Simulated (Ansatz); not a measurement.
**C3H4F2: a ladder of functionals and wavefunction methods**

How much do the methods differ for C3H4F2? The plan is to run it at one geometry with functionals of several rungs and with coupled cluster. The yardstick is the atomisation energy at the CCSD(T) limit.

Computed with Ansatz 0.2.0, Gaussian basis. Level: functionals in def2-TZVPP, the program's frozen cores in correlated methods.

Levels to be run: PBE-D4, r2SCAN-D4, PBE0-D4, B3LYP-D4, ωB97X-V, ωB97M-V, B2PLYP; CCSD(T)/def2-TZVPP; MP2/def2-QZVPP; extrapolation to the limit.

**1. Structure used throughout**

All runs share one geometry, relaxed beforehand with PBE0-D4 in a triple-zeta def2 set.

SMILES `F/C=C/CF`, 9 atoms, charge 0, spin multiplicity 1.

Atoms are counted from 1 here; the program's logs count them from 0.

Bond lengths: F1–C2 1.331 Å, C2–C3 1.320 Å, C2–H6 1.085 Å, C3–C4 1.482 Å, C3–H7 1.085 Å, C4–F5 1.388 Å, C4–H8 1.094 Å, C4–H9 1.094 Å. Angles: F1–C2–C3 122.5°, F1–C2–H6 112.4°, C3–C2–H6 125.1°, C2–C3–C4 121.0°, C2–C3–H7 120.0°, C4–C3–H7 118.9°, C3–C4–F5 110.6°, C3–C4–H8 111.2°, C3–C4–H9 111.3°, F5–C4–H8 107.9°, F5–C4–H9 106.9°, H8–C4–H9 108.8°.

**2. PBE-D4 (GGA)**

in.yaml

```yaml
crystal:
  periodic: [false, false, false]
  atoms:
    - {symbol: F, position_ang: [-2.209877, -0.026044, 1.313953]}
    - {symbol: C, position_ang: [-1.254938, -0.268272, 0.418301]}
    - {symbol: C, position_ang: [-0.069309, 0.308967, 0.473183]}
    - {symbol: C, position_ang: [0.980147, -0.003645, -0.525850]}
    - {symbol: F, position_ang: [1.279224, 1.118731, -1.286050]}
    - {symbol: H, position_ang: [-1.566145, -0.985747, -0.334408]}
    - {symbol: H, position_ang: [0.150216, 1.024149, 1.258631]}
    - {symbol: H, position_ang: [0.654367, -0.794786, -1.207600]}
    - {symbol: H, position_ang: [1.910315, -0.315755, -0.041160]}
basis:
  gaussian: {orbitals: def2-TZVPP}
hamiltonian: {xc: pbe, dispersion: d4}
output: {forces: true, orbitals: {seedname: orbitals}}
```

The runs that follow: r2SCAN-D4 (meta-GGA); PBE0-D4 (hybrid); B3LYP-D4 (hybrid); ωB97X-V (range-separated); ωB97M-V (range-separated); B2PLYP (double hybrid); CCSD(T) in def2-TZVPP; MP2 in def2-QZVPP.

**Question.** What will the summary of the whole plan be? Wanted: atomisation energy, CCSD(T)/CBS; farthest; mean size of error, hybrid; mean size of error, range-separated; gap, smallest and largest; T1 diagnostic; triples share of the correlation energy.

As calculated:

| quantity | value |
| --- | --- |
| atomisation energy, CCSD(T)/CBS | 3657.8 kJ/mol |
| functionals within 18.3 kJ/mol (0.5 %) | B3LYP-D4, ωB97X-V, ωB97M-V |
| farthest | PBE-D4 (+136.6 kJ/mol) |
| mean size of error, hybrid | 20.2 kJ/mol |
| mean size of error, range-separated | 11.6 kJ/mol |
| gap, smallest and largest | 5.47 eV (PBE-D4), 12.44 eV (ωB97X-V) |
| T1 diagnostic | 0.0117 |
| triples share of the correlation energy | 3.5 % |

In words: PBE-D4 misses by +136.6 kJ/mol. Double hybrids carry the basis error of their MP2 part in triple zeta, and no dispersion term here, so their miss is partly the set-up's. Misses under about 18.3 kJ/mol are within the doubt on the reference itself, which lacks core-valence correlation, relativity and higher excitations. Hartree-Fock recovers 72 % of the binding; the rest is correlation. The gap grows from 5.5 to 12.4 eV across the functionals, mostly with the share of exact exchange.
